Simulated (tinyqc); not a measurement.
UHF in the sto-3g basis, for NH3+, spin multiplicity 2, step by step (part 1 of 4). This run ends on a higher stationary point, not on the lowest solution. Computed by tinyqc, a small Python program that keeps every step (integrals from PySCF). Settings: charge = 1, multiplicity = 2, basis = sto-3g, energy threshold = 1e-09, iteration cap = 58, orthogonalisation = symmetric, start = highest core orbitals, DIIS depth = 8, method = UHF. Command: `OMP_NUM_THREADS=1 python tinyqc.py 21433 21434 out.jsonl` (the two numbers bound the seeds that draw the settings). One thread of a shared host (Intel(R) Xeon(R) Processor @ 2.60GHz), about 0.2 s of CPU time with the checks. Later iterations appear only in the table of the cycle.

## One-electron integrals

Geometry (angstrom):
```
atom          x          y         z
N      0.000000   0.000000  0.326000
H      0.977000   0.000000  0.000000
H     -0.489000   0.847000  0.000000
H     -0.489000  -0.847000  0.000000
```

Basis sto-3g: exponents (1/bohr^2) and contraction coefficients of normalised primitives:
```
element  l (shell)   exponent  coefficient
N            s (1)  99.106169     0.154329
N            s (1)  18.052312     0.535328
N            s (1)   4.885660     0.444635
N            s (2)   3.780456    -0.099967
N            s (2)   0.878497     0.399513
N            s (2)   0.285714     0.700115
N            p (3)   3.780456     0.155916
N            p (3)   0.878497     0.607684
N            p (3)   0.285714     0.391957
H            s (1)   3.425251     0.154329
H            s (1)   0.623914     0.535328
H            s (1)   0.168855     0.444635
```

Overlap, kinetic and nuclear-attraction integrals over the contracted functions; the nuclear repulsion is the sum of Za Zb / Rab.

nuclear repulsion = 11.72024279 hartree

overlap S:
```
           1N 1s     1N 2s     1N 2px     1N 2py     1N 2pz      2H 1s      3H 1s      4H 1s
1N 1s   1.000000  0.235038   0.000000   0.000000   0.000000   0.055987   0.055859   0.055859
1N 2s   0.235038  1.000000   0.000000   0.000000   0.000000   0.483775   0.483177   0.483177
1N 2px  0.000000  0.000000   1.000000   0.000000   0.000000   0.411180  -0.205445  -0.205445
1N 2py  0.000000  0.000000   0.000000   1.000000   0.000000   0.000000   0.355852  -0.355852
1N 2pz  0.000000  0.000000   0.000000   0.000000   1.000000  -0.137200  -0.136963  -0.136963
2H 1s   0.055987  0.483775   0.411180   0.000000  -0.137200   1.000000   0.193298   0.193298
3H 1s   0.055859  0.483177  -0.205445   0.355852  -0.136963   0.193298   1.000000   0.193033
4H 1s   0.055859  0.483177  -0.205445  -0.355852  -0.136963   0.193298   0.193033   1.000000
```

kinetic energy T (hartree):
```
            1N 1s      1N 2s     1N 2px     1N 2py     1N 2pz      2H 1s      3H 1s      4H 1s
1N 1s   21.990753  -0.128416   0.000000   0.000000   0.000000  -0.007137  -0.007185  -0.007185
1N 2s   -0.128416   0.606994   0.000000   0.000000   0.000000   0.115778   0.115398   0.115398
1N 2px   0.000000   0.000000   1.899358   0.000000   0.000000   0.257534  -0.128459  -0.128459
1N 2py   0.000000   0.000000   0.000000   1.899358   0.000000   0.000000   0.222505  -0.222505
1N 2pz   0.000000   0.000000   0.000000   0.000000   1.899358  -0.085933  -0.085639  -0.085639
2H 1s   -0.007137   0.115778   0.257534   0.000000  -0.085933   0.760032  -0.002348  -0.002348
3H 1s   -0.007185   0.115398  -0.128459   0.222505  -0.085639  -0.002348   0.760032  -0.002388
4H 1s   -0.007185   0.115398  -0.128459  -0.222505  -0.085639  -0.002348  -0.002388   0.760032
```

nuclear attraction V (hartree):
```
             1N 1s      1N 2s     1N 2px     1N 2py     1N 2pz      2H 1s      3H 1s      4H 1s
1N 1s   -47.726358  -5.794997  -0.000026   0.000000   0.014495  -1.414799  -1.411494  -1.411494
1N 2s    -5.794997  -8.374471  -0.000231   0.000000   0.167737  -3.349387  -3.344181  -3.344181
1N 2px   -0.000026  -0.000231  -8.362899   0.000000   0.000106  -2.586160   1.291596   1.291596
1N 2py    0.000000   0.000000   0.000000  -8.362707   0.000000   0.000000  -2.237274   2.237274
1N 2pz    0.014495   0.167737   0.000106   0.000000  -8.230834   0.910565   0.908664   0.908664
2H 1s    -1.414799  -3.349387  -2.586160   0.000000   0.910565  -5.348906  -1.143992  -1.143992
3H 1s    -1.411494  -3.344181   1.291596  -2.237274   0.908664  -1.143992  -5.345820  -1.142161
4H 1s    -1.411494  -3.344181   1.291596   2.237274   0.908664  -1.143992  -1.142161  -5.345820
```

core Hamiltonian H = T + V (hartree):
```
             1N 1s      1N 2s     1N 2px     1N 2py     1N 2pz      2H 1s      3H 1s      4H 1s
1N 1s   -25.735605  -5.923414  -0.000026   0.000000   0.014495  -1.421936  -1.418679  -1.418679
1N 2s    -5.923414  -7.767477  -0.000231   0.000000   0.167737  -3.233609  -3.228783  -3.228783
1N 2px   -0.000026  -0.000231  -6.463541   0.000000   0.000106  -2.328626   1.163137   1.163137
1N 2py    0.000000   0.000000   0.000000  -6.463349   0.000000   0.000000  -2.014768   2.014768
1N 2pz    0.014495   0.167737   0.000106   0.000000  -6.331476   0.824633   0.823024   0.823024
2H 1s    -1.421936  -3.233609  -2.328626   0.000000   0.824633  -4.588874  -1.146341  -1.146341
3H 1s    -1.418679  -3.228783   1.163137  -2.014768   0.823024  -1.146341  -4.585789  -1.144549
4H 1s    -1.418679  -3.228783   1.163137   2.014768   0.823024  -1.146341  -1.144549  -4.585789
```

## Two-electron integrals

Functions are numbered as in S; the eight-fold symmetry (ij|kl) = (ji|kl) = (kl|ij) leaves the list below.

Two-electron integrals (ij|kl) in chemists' order, unique and non-zero (hartree):
```
(11|11) 4.166630    (21|11) 0.640849    (21|21) 0.117461    (22|11) 0.969864
(22|21) 0.220936    (22|22) 0.708245    (31|31) 0.020960    (32|31) 0.032452
(32|32) 0.156449    (33|11) 0.967124    (33|21) 0.220977    (33|22) 0.708086
(33|33) 0.762805    (41|41) 0.020960    (42|41) 0.032452    (42|42) 0.156449
(43|43) 0.041119    (44|11) 0.967124    (44|21) 0.220977    (44|22) 0.708086
(44|33) 0.680568    (44|44) 0.762805    (51|51) 0.020960    (52|51) 0.032452
(52|52) 0.156449    (53|53) 0.041119    (54|54) 0.041119    (55|11) 0.967124
(55|21) 0.220977    (55|22) 0.708086    (55|33) 0.680568    (55|44) 0.680568
(55|55) 0.762805    (61|11) 0.154750    (61|21) 0.028135    (61|22) 0.052605
(61|31) 0.001405    (61|32) 0.002629    (61|33) 0.052835    (61|44) 0.052472
(61|51) -0.000469   (61|52) -0.000877   (61|53) -0.000121   (61|55) 0.052513
(61|61) 0.006853    (62|11) 0.363428    (62|21) 0.083754    (62|22) 0.294868
(62|31) 0.006649    (62|32) 0.049704    (62|33) 0.304676    (62|44) 0.288952
(62|51) -0.002219   (62|52) -0.016585   (62|53) -0.005247   (62|55) 0.290703
(62|61) 0.020607    (62|62) 0.154052    (63|11) 0.266532    (63|21) 0.062218
(63|22) 0.233193    (63|31) 0.013023    (63|32) 0.086721    (63|33) 0.254105
(63|44) 0.221948    (63|51) -0.001445   (63|52) -0.012351   (63|53) -0.007351
(63|55) 0.223273    (63|61) 0.016014    (63|62) 0.146368    (63|63) 0.157770
(64|41) 0.008691    (64|42) 0.049704    (64|43) 0.010127    (64|54) -0.003379
(64|64) 0.020823    (65|11) -0.088935   (65|21) -0.020761   (65|22) -0.077810
(65|31) -0.001445   (65|32) -0.012351   (65|33) -0.078030   (65|44) -0.074058
(65|51) 0.009173    (65|52) 0.053826    (65|53) 0.011452    (65|55) -0.081259
(65|61) -0.005344   (65|62) -0.048839   (65|63) -0.045696   (65|65) 0.036071
(66|11) 0.499052    (66|21) 0.116862    (66|22) 0.468667    (66|31) 0.012191
(66|32) 0.122735    (66|33) 0.505875    (66|44) 0.446475    (66|51) -0.004068
(66|52) -0.040954   (66|53) -0.019820   (66|55) 0.453088    (66|61) 0.029102
(66|62) 0.304186    (66|63) 0.324415    (66|65) -0.108249   (66|66) 0.774606
(71|11) 0.154390    (71|21) 0.028070    (71|22) 0.052484    (71|31) -0.000701
(71|32) -0.001312   (71|33) 0.052442    (71|41) 0.001214    (71|42) 0.002272
(71|43) -0.000157   (71|44) 0.052624    (71|51) -0.000467   (71|52) -0.000875
(71|53) 0.000060    (71|54) -0.000105   (71|55) 0.052392    (71|61) 0.006687
(71|62) 0.019671    (71|63) 0.014266    (71|64) 0.000598    (71|65) -0.005105
(71|66) 0.027337    (71|71) 0.006821    (72|11) 0.362850    (72|21) 0.083623
(72|22) 0.294435    (72|31) -0.003320   (72|32) -0.024824   (72|33) 0.292453
(72|41) 0.005750    (72|42) 0.042998    (72|43) -0.006803   (72|44) 0.300310
(72|51) -0.002213   (72|52) -0.016549   (72|53) 0.002618    (72|54) -0.004535
(72|55) 0.290271    (72|61) 0.019685    (72|62) 0.118901    (72|63) 0.086754
(72|64) 0.013320    (72|65) -0.036640   (72|66) 0.189166    (72|71) 0.020527
(72|72) 0.153644    (73|11) -0.133117   (73|21) -0.031075   (73|22) -0.116480
(73|31) 0.009756    (73|32) 0.058866    (73|33) -0.122464   (73|41) -0.001874
(73|42) -0.016017   (73|43) 0.011335    (73|44) -0.115325   (73|51) 0.000721
(73|52) 0.006165    (73|53) -0.004363   (73|54) 0.001717    (73|55) -0.111525
(73|61) -0.006624   (73|62) -0.031873   (73|63) -0.008616   (73|64) -0.002731
(73|65) 0.009574    (73|66) -0.037548   (73|71) -0.007980   (73|72) -0.073024
(73|73) 0.054936    (74|11) 0.230574    (74|21) 0.053824    (74|22) 0.201755
(74|31) -0.001874   (74|32) -0.016017   (74|33) 0.194603    (74|41) 0.011920
(74|42) 0.077363    (74|43) -0.009518   (74|44) 0.217273    (74|51) -0.001249
(74|52) -0.010678   (74|53) 0.001717    (74|54) -0.006345   (74|55) 0.193172
(74|61) 0.012669    (74|62) 0.081832    (74|63) 0.059153    (74|64) 0.023970
(74|65) -0.024715   (74|66) 0.130551    (74|71) 0.013822    (74|72) 0.126485
(74|73) -0.059199   (74|74) 0.123298    (75|11) -0.088745   (75|21) -0.020716
(75|22) -0.077653   (75|31) 0.000721    (75|32) 0.006165    (75|33) -0.074900
(75|41) -0.001249   (75|42) -0.010678   (75|43) 0.001717    (75|44) -0.076883
(75|51) 0.009155    (75|52) 0.053729    (75|53) -0.005718   (75|54) 0.009904
(75|55) -0.081092   (75|61) -0.005106   (75|62) -0.036625   (75|63) -0.026165
(75|64) -0.004066   (75|65) 0.026430    (75|66) -0.062868   (75|71) -0.005320
(75|72) -0.048682   (75|73) 0.022785    (75|74) -0.039466   (75|75) 0.035949
(76|11) 0.119700    (76|21) 0.027752    (76|22) 0.103445    (76|31) 0.000892
(76|32) 0.007465    (76|33) 0.103669    (76|41) 0.001547    (76|42) 0.012946
(76|43) 0.000406    (76|44) 0.104143    (76|51) -0.001191   (76|52) -0.009968
(76|53) -0.001177   (76|54) -0.002040   (76|55) 0.102416    (76|61) 0.006723
(76|62) 0.051022    (76|63) 0.044796    (76|64) 0.005178    (76|65) -0.017938
(76|66) 0.098224    (76|71) 0.006707    (76|72) 0.050963    (76|73) -0.017910
(76|74) 0.041358    (76|75) -0.017909   (76|76) 0.020363    (77|11) 0.498638
(77|21) 0.116767    (77|22) 0.468365    (77|31) -0.006088   (77|32) -0.061326
(77|33) 0.461030    (77|41) 0.010545    (77|42) 0.106223    (77|43) -0.025708
(77|44) 0.490717    (77|51) -0.004059   (77|52) -0.040884   (77|53) 0.009895
(77|54) -0.017139   (77|55) 0.452785    (77|61) 0.027378    (77|62) 0.189327
(77|63) 0.131868    (77|64) 0.032792    (77|65) -0.062939   (77|66) 0.309357
(77|71) 0.029011    (77|72) 0.303715    (77|73) -0.162026   (77|74) 0.280647
(77|75) -0.108018   (77|76) 0.098224    (77|77) 0.774606    (81|11) 0.154390
(81|21) 0.028070    (81|22) 0.052484    (81|31) -0.000701   (81|32) -0.001312
(81|33) 0.052442    (81|41) -0.001214   (81|42) -0.002272   (81|43) 0.000157
(81|44) 0.052624    (81|51) -0.000467   (81|52) -0.000875   (81|53) 0.000060
(81|54) 0.000105    (81|55) 0.052392    (81|61) 0.006687    (81|62) 0.019671
(81|63) 0.014266    (81|64) -0.000598   (81|65) -0.005105   (81|66) 0.027337
(81|71) 0.006672    (81|72) 0.019640    (81|73) -0.007642   (81|74) 0.012043
(81|75) -0.005094   (81|76) 0.006474    (81|77) 0.027315    (81|81) 0.006821
(82|11) 0.362850    (82|21) 0.083623    (82|22) 0.294435    (82|31) -0.003320
(82|32) -0.024824   (82|33) 0.292453    (82|41) -0.005750   (82|42) -0.042998
(82|43) 0.006803    (82|44) 0.300310    (82|51) -0.002213   (82|52) -0.016549
(82|53) 0.002618    (82|54) 0.004535    (82|55) 0.290271    (82|61) 0.019685
(82|62) 0.118901    (82|63) 0.086754    (82|64) -0.013320   (82|65) -0.036640
(82|66) 0.189166    (82|71) 0.019640    (82|72) 0.118726    (82|73) -0.054853
(82|74) 0.068415    (82|75) -0.036568   (82|76) 0.040925    (82|77) 0.189053
(82|81) 0.020527    (82|82) 0.153644    (83|11) -0.133117   (83|21) -0.031075
(83|22) -0.116480   (83|31) 0.009756    (83|32) 0.058866    (83|33) -0.122464
(83|41) 0.001874    (83|42) 0.016017    (83|43) -0.011335   (83|44) -0.115325
(83|51) 0.000721    (83|52) 0.006165    (83|53) -0.004363   (83|54) -0.001717
(83|55) -0.111525   (83|61) -0.006624   (83|62) -0.031873   (83|63) -0.008616
(83|64) 0.002731    (83|65) 0.009574    (83|66) -0.037548   (83|71) -0.007642
(83|72) -0.054853   (83|73) 0.040202    (83|74) -0.030912   (83|75) 0.016585
(83|76) -0.014150   (83|77) -0.094229   (83|81) -0.007980   (83|82) -0.073024
(83|83) 0.054936    (84|11) -0.230574   (84|21) -0.053824   (84|22) -0.201755
(84|31) 0.001874    (84|32) 0.016017    (84|33) -0.194603   (84|41) 0.011920
(84|42) 0.077363    (84|43) -0.009518   (84|44) -0.217273   (84|51) 0.001249
(84|52) 0.010678    (84|53) -0.001717   (84|54) -0.006345   (84|55) -0.193172
(84|61) -0.012669   (84|62) -0.081832   (84|63) -0.059153   (84|64) 0.023970
(84|65) 0.024715    (84|66) -0.130551   (84|71) -0.012043   (84|72) -0.068415
(84|73) 0.030912    (84|74) -0.024894   (84|75) 0.020608    (84|76) -0.024504
(84|77) -0.097740   (84|81) -0.013822   (84|82) -0.126485   (84|83) 0.059199
(84|84) 0.123298    (85|11) -0.088745   (85|21) -0.020716   (85|22) -0.077653
(85|31) 0.000721    (85|32) 0.006165    (85|33) -0.074900   (85|41) 0.001249
(85|42) 0.010678    (85|43) -0.001717   (85|44) -0.076883   (85|51) 0.009155
(85|52) 0.053729    (85|53) -0.005718   (85|54) -0.009904   (85|55) -0.081092
(85|61) -0.005106   (85|62) -0.036625   (85|63) -0.026165   (85|64) 0.004066
(85|65) 0.026430    (85|66) -0.062868   (85|71) -0.005094   (85|72) -0.036568
(85|73) 0.016585    (85|74) -0.020608   (85|75) 0.026381    (85|76) -0.013968
(85|77) -0.062819   (85|81) -0.005320   (85|82) -0.048682   (85|83) 0.022785
(85|84) 0.039466    (85|85) 0.035949    (86|11) 0.119700    (86|21) 0.027752
(86|22) 0.103445    (86|31) 0.000892    (86|32) 0.007465    (86|33) 0.103669
(86|41) -0.001547   (86|42) -0.012946   (86|43) -0.000406   (86|44) 0.104143
(86|51) -0.001191   (86|52) -0.009968   (86|53) -0.001177   (86|54) 0.002040
(86|55) 0.102416    (86|61) 0.006723    (86|62) 0.051022    (86|63) 0.044796
(86|64) -0.005178   (86|65) -0.017938   (86|66) 0.098224    (86|71) 0.006474
(86|72) 0.040925    (86|73) -0.014150   (86|74) 0.024504    (86|75) -0.013968
(86|76) 0.016753    (86|77) 0.065552    (86|81) 0.006707    (86|82) 0.050963
(86|83) -0.017910   (86|84) -0.041358   (86|85) -0.017909   (86|86) 0.020363
(87|11) 0.119505    (87|21) 0.027707    (87|22) 0.103285    (87|31) -0.001783
(87|32) -0.014923   (87|33) 0.104215    (87|44) 0.103277    (87|51) -0.001189
(87|52) -0.009949   (87|53) 0.002350    (87|55) 0.102257    (87|61) 0.006479
(87|62) 0.040922    (87|63) 0.028275    (87|65) -0.013972   (87|66) 0.065488
(87|71) 0.006696    (87|72) 0.050882    (87|73) -0.026820   (87|74) 0.036129
(87|75) -0.017880   (87|76) 0.016731    (87|77) 0.098065    (87|81) 0.006696
(87|82) 0.050882    (87|83) -0.026820   (87|84) -0.036129   (87|85) -0.017880
(87|86) 0.016731    (87|87) 0.020303    (88|11) 0.498638    (88|21) 0.116767
(88|22) 0.468365    (88|31) -0.006088   (88|32) -0.061326   (88|33) 0.461030
(88|41) -0.010545   (88|42) -0.106223   (88|43) 0.025708    (88|44) 0.490717
(88|51) -0.004059   (88|52) -0.040884   (88|53) 0.009895    (88|54) 0.017139
(88|55) 0.452785    (88|61) 0.027378    (88|62) 0.189327    (88|63) 0.131868
(88|64) -0.032792   (88|65) -0.062939   (88|66) 0.309357    (88|71) 0.027315
(88|72) 0.189053    (88|73) -0.094229   (88|74) 0.097740    (88|75) -0.062819
(88|76) 0.065552    (88|77) 0.309202    (88|81) 0.029011    (88|82) 0.303715
(88|83) -0.162026   (88|84) -0.280647   (88|85) -0.108018   (88|86) 0.098224
(88|87) 0.098065    (88|88) 0.774606
```

## Orthogonalisation

S = U s U^T; symmetric (Loewdin) form X = U s^(-1/2) U^T, so that X^T S X = 1.

eigenvalues of S: 0.282245  0.390635  0.391061  0.925604  1.051727  1.415906  1.415980  2.126842

X:
```
            1N 1s      1N 2s     1N 2px     1N 2py     1N 2pz      2H 1s      3H 1s      4H 1s
1N 1s    1.025161  -0.154806  -0.000017   0.000000   0.009145   0.022864   0.022846   0.022846
1N 2s   -0.154806   1.389676   0.000329   0.000000  -0.102286  -0.313757  -0.313017  -0.313017
1N 2px  -0.000017   0.000329   1.148543   0.000000  -0.000108  -0.304688   0.152128   0.152128
1N 2py   0.000000   0.000000   0.000000   1.148297   0.000000   0.000000  -0.263444   0.263444
1N 2pz   0.009145  -0.102286  -0.000108   0.000000   1.028427   0.087503   0.087245   0.087245
2H 1s    0.022864  -0.313757  -0.304688   0.000000   0.087503   1.241247  -0.050785  -0.050785
3H 1s    0.022846  -0.313017   0.152128  -0.263444   0.087245  -0.050785   1.240500  -0.050704
4H 1s    0.022846  -0.313017   0.152128   0.263444   0.087245  -0.050785  -0.050704   1.240500
```

## Starting guess

The start is the highest orbitals of the core Hamiltonian (a deliberately bad start); D(s) = C_occ C_occ^T for each spin.

D(alpha) at the start:
```
            1N 1s      1N 2s     1N 2px     1N 2py     1N 2pz      2H 1s      3H 1s      4H 1s
1N 1s    0.011301  -0.086937  -0.000056   0.000000  -0.057489   0.051986   0.051885   0.051885
1N 2s   -0.086937   0.805896   0.000782   0.000000   0.145466  -0.592778  -0.590836  -0.590836
1N 2px  -0.000056   0.000782   0.209074   0.000000  -0.000075  -0.491668   0.245271   0.245271
1N 2py   0.000000   0.000000   0.000000   1.457393   0.000000   0.000000  -0.642673   0.642673
1N 2pz  -0.057489   0.145466  -0.000075   0.000000   0.935070   0.152121   0.151531   0.151531
2H 1s    0.051986  -0.592778  -0.491668   0.000000   0.152121   1.663138  -0.069337  -0.069337
3H 1s    0.051885  -0.590836   0.245271  -0.642673   0.151531  -0.069337   1.698745  -0.107268
4H 1s    0.051885  -0.590836   0.245271   0.642673   0.151531  -0.069337  -0.107268   1.698745
```

D(beta) at the start:
```
            1N 1s      1N 2s     1N 2px     1N 2py     1N 2pz      2H 1s      3H 1s      4H 1s
1N 1s    0.011301  -0.086937  -0.000056   0.000000  -0.057489   0.051986   0.051885   0.051885
1N 2s   -0.086937   0.805896   0.000782   0.000000   0.145466  -0.592778  -0.590836  -0.590836
1N 2px  -0.000056   0.000782   0.209074   0.000000  -0.000075  -0.491668   0.245271   0.245271
1N 2py   0.000000   0.000000   0.000000   0.208562   0.000000   0.000000  -0.424736   0.424736
1N 2pz  -0.057489   0.145466  -0.000075   0.000000   0.935070   0.152121   0.151531   0.151531
2H 1s    0.051986  -0.592778  -0.491668   0.000000   0.152121   1.663138  -0.069337  -0.069337
3H 1s    0.051885  -0.590836   0.245271  -0.424736   0.151531  -0.069337   1.660712  -0.069235
4H 1s    0.051885  -0.590836   0.245271   0.424736   0.151531  -0.069337  -0.069235   1.660712
```
